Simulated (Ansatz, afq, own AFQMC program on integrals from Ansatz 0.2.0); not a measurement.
AFQMC on a folder of integrals that Ansatz 0.2.0 wrote.

```yaml
crystal:
  periodic: [false, false, false]
  atoms:
    - {symbol: B, position_ang: [0.000000, -0.253421, 2.357794]}
    - {symbol: Br, position_ang: [0.000000, 0.021417, -0.347280]}
    - {symbol: H, position_ang: [0.000000, 1.020340, 2.241144]}
basis:
  gaussian: {orbitals: cc-pVDZ}
magnetization: {spin_polarized: true, initial_magnetization: 3}
correlation: {method: ccsd_t, electrons: outside_noble_gas, hamiltonian_folder: ham}
```

```sh
$ ansatz run in.yaml --threads 1 --pin off --events-out ev --progress --plain --max-ram 1382MiB
```

afq runs on the folder ham with

```
--method phaseless --trial cisd --walkers 60 --populations 1 --least-time 40 --time-step 0.005 --steps-per-block 50 --equilibration-blocks 40 --max-blocks 300 --target-error 0.0008 --factor-cut 1e-05 --start spin_pure --seed 3746 --release-times 0.24,0.51,0.99,1.62,2.4 --release-step 0.03 --release-every 4 --taylor-order 6
```

Times are imaginary, in 1/Eh. The walk had a cap of 766 s. Filled inner d shells are frozen with the cores.

Log:

```
orbitals 31  electrons 7 4  factors 221 of 494
reference energy -2597.47338647 Eh
CCSD correlation -0.16900626 Eh in 19 cycles, weight of the determinant in the CISD state 0.9083
energy of the start -2597.642276 Eh
 block  time / (1/Eh)  mean weight  energy / Eh
     1     0.250  1.0016  -2597.640395
     2     0.500  0.9987  -2597.640955
     3     0.750  0.9988  -2597.642481
     4     1.000  0.9984  -2597.642678
     5     1.250  1.0011  -2597.643286
     8     2.000  0.9997  -2597.645105
    11     2.750  1.0000  -2597.644188
    26     6.500  0.9999  -2597.645038
    41    10.250  1.0006  -2597.643702
    56    14.000  1.0005  -2597.646818
    71    17.750  0.9988  -2597.645034
    86    21.500  1.0009  -2597.646794
   101    25.250  0.9975  -2597.646794
   106    26.500  1.0004  -2597.649775
   116    29.000  1.0010  -2597.646770
   131    32.750  0.9989  -2597.644990
   146    36.500  1.0003  -2597.643860
   161    40.250  1.0000  -2597.646012
   176    44.000  0.9997  -2597.644004
   191    47.750  1.0006  -2597.646868
   196    49.000  0.9994  -2597.642097
blocks merged  error / Eh  count
     1  0.000145  160
     2  0.000179  80
     4  0.000201  40
     8  0.000189  20
    16  0.000180  10
released: time / (1/Eh)  energy / Eh  error  mean overlap
  0.24  -2597.645995  0.000283  0.9911
  0.51  -2597.646067  0.000254  0.9862
  0.99  -2597.646045  0.000202  1.0033
  1.62  -2597.646308  0.000351  0.9895
  2.40  -2597.646336  0.000434  0.9637
energy -2597.646018 +/- 0.000201 Eh
(rows thinned)
```

The run passed its tests (sampling time, drift between the halves within three errors, error under three times the target), which doesn't prove that it has relaxed.

Against this walk (error 5.5 meV) on the same determinant: CCSD(T) 27.2 meV higher, CCSDT(Q) 0.9 meV higher (within the noise). The error is statistical and leaves out the bias of the constraint. Released to 1.62 1/Eh the energy moves by -8 ± 11 meV (both errors), within twice the noise.

Cautions: constraint bias not in the error; no relativity below Rb; no spin-orbit coupling; inner d shell frozen; lower spins were not checked.

The walk took 110 s on 1 thread of AMD EPYC 9R14 (Zen 4), on a shared host. The log's last line is the phaseless energy.

CCSDT and higher add their correlation energy to the determinant of the CCSD(T) run, since their own runs factorise the integrals more tightly (a shift of under 2 meV). A walk keeps the symmetry of its determinant, which the program's search chose and which needn't be the lowest solution, so a lower state of the same spin and another symmetry isn't excluded.
